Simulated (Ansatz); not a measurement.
Molecule: C2H2N, charge -1, multiplicity 1. It need not be the lowest isomer of its formula. Whether it binds its extra electron was not tested at this geometry. 
Geometry from a B3LYP-D3(BJ)/def2-TZVP (Ansatz, a program for electronic structure) optimisation:
```xyz
5

C     -0.0183    -0.0410    -1.2004
C      0.0031     0.0173     0.1821
N      0.0226     0.1186     1.3558
H      0.8854    -0.3683    -1.7039
H     -0.9522    -0.3200    -1.6775
```
Charge -1, spin multiplicity 1.

Parts of the frozen-core correlation energy in STO-3G (Ansatz, hartree). Frozen orbitals: 3; correlated occupied orbitals by spin: 8 and 8; virtual: 6 and 6. No spin-orbit coupling. Non-relativistic.

```
term                            value
-------------------------  ----------
reference (HF)             -129.47966
MP2 opposite-spin                 [?]
MP2 same-spin                -0.04137
CCSD correlation                  [?]
(T)                               [?]
FCI minus CCSD(T)            -0.00199
T1 diagnostic                   0.014
largest doubles amplitude       0.131
```

Q: What belongs in the gaps?

A: 
- MP2 opposite-spin, value: -0.14325
- CCSD correlation, value: -0.20239
- (T), value: -0.00502
